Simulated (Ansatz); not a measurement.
```yaml
crystal:
  periodic: [false, false, false]
  atoms:
    - {symbol: Mg, position_ang: [-0.164442, -1.441250, 0.383381]}
    - {symbol: Si, position_ang: [-0.824663, 0.972985, 0.366384]}
    - {symbol: Si, position_ang: [0.989095, 0.468265, -0.749754]}
basis:
  gaussian: {orbitals: cc-pVTZ-DK}
hamiltonian: {xc: {name: B3LYP}}
scf: {omitted_lower_state_checks: [starts]}
output: {forces: true}
```

```sh
$ ansatz run in.yaml --threads 2 --pin off --events-out ev --progress --plain --max-ram 4352MiB
```

Shortened log:

```
Functional definition: B3LYP
840 factors; their error is unknown
mean field evaluation 1: about -21236.9022 eV, gradient 2.7e1 eV
mean field evaluation 2: about -21210.6539 eV, gradient 7.0e1 eV
mean field evaluation 4: about -21240.4525 eV, gradient 7.3e0 eV
mean field evaluation 8: about -21240.8273 eV, gradient 1.4e-1 eV
mean field evaluation 16: about -21240.8274 eV, gradient 3.5e-5 eV
mean field -21240.82736073 eV, -780.5860079570 hartree, gradient 3.5e-5 eV, S^2 0.000000; 0 other end points of the search recorded, 0 dependent functions left out
reference -21240.82755793 eV, -780.5860152039 hartree; 20, 20 occupied and 82, 82 virtual orbitals, 840 factors
Total energy: -21240.82755793 eV, -780.5860152039 hartree
Relativity: scalar
Atom 0 at    -0.164442    -1.441250     0.383381 Å, force    -0.028907    -0.245592     0.065920 eV/Å
Atom 1 at    -0.824663     0.972985     0.366384 Å, force    -0.223164     0.187862     0.113464 eV/Å
Atom 2 at     0.989095     0.468265    -0.749754 Å, force     0.252071     0.057729    -0.179384 eV/Å
Dipole moment:    -0.108355    -0.948517     0.252399 e Å
Checks for a lower state left out: starts
```

It took 1.6 s on 2 threads of Arm Neoverse V2 on a shared host.

DK, ANO-RCC and x2c sets are all-electron and run with scalar relativity unless a key says otherwise. B3LYP takes the VWN-RPA correlation.
